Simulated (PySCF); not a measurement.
**Dipole moment and polarisability of `C#CP=C=O`**

Species: C₃HOP.
SMILES with atom numbers: `[CH:1]#[C:2][P:3]=[C:4]=[O:5]` (hydrogens: H6 on C1)

Cartesian coordinates in Å at the PBE0-D3(BJ)/def2-SVP level; atoms count from 1:
```xyz
6
C3HOP angstrom
C     -1.674   -0.471    0.334
C     -0.665    0.209    0.312
P      0.675    1.354    0.385
C      1.729    0.300   -0.429
O      2.516   -0.340   -0.971
H     -2.558   -1.083    0.350
```

Level: wB97X-D/def2-SVPD (PySCF), static field, nuclei fixed, core orbitals frozen in the response. The polarisability tensor in these axes (au):

```
x    84.51   5.52 -11.63
y     5.52  57.71   5.58
z   -11.63   5.58  47.49
```

Diagonalise the tensor; give its mean and Δα, where Δα² is half the sum of the squared differences of the eigenvalues.

Principal values 41.21, 60.16 and 88.34 au; mean 63.23 au = 9.37 Å³ = 10.43 × 10⁻⁴⁰ C²·m²/J; Δα = 41.08 au (65 % of the mean).

What is the dipole moment, and where does it point?

(-0.59, -0.21, 0.10) D, 0.63 D in size, pointing from the negative to the positive side. Measured along this direction, the outermost atoms are O5 at the negative end and H6 at the positive end.

What are the principal values of the traceless quadrupole moment, Θ = ½Σq(3rr − r²1), about the centre of nuclear charge?

-4.33, -3.95, 8.28 D·Å. The values depend on the origin, since the dipole doesn't vanish. The electronic extent ⟨r²⟩ about the same centre is 523 bohr², a root-mean-square distance of 1.87 Å for the 42 electrons.

Directions of the eigenvectors, and the extent of the frame along each?

Largest value along (0.96, 0.13, -0.26), where the nuclei span 5.29 Å; middle along (-0.01, 0.91, 0.41), 2.20 Å; least along (0.28, -0.39, 0.88), 0.00 Å. The response follows the extents in order.

What depolarisation ratio follows for Rayleigh scattering of linearly polarised light, taking the static tensor?

ρ = 3Δα²/(45ᾱ² + 4Δα²) = 5061.8/(179938 + 6749.1) = 0.0271.

Geometry: PBE0-D3(BJ)/def2-SVP; no solvent, vibrations or thermal averaging.
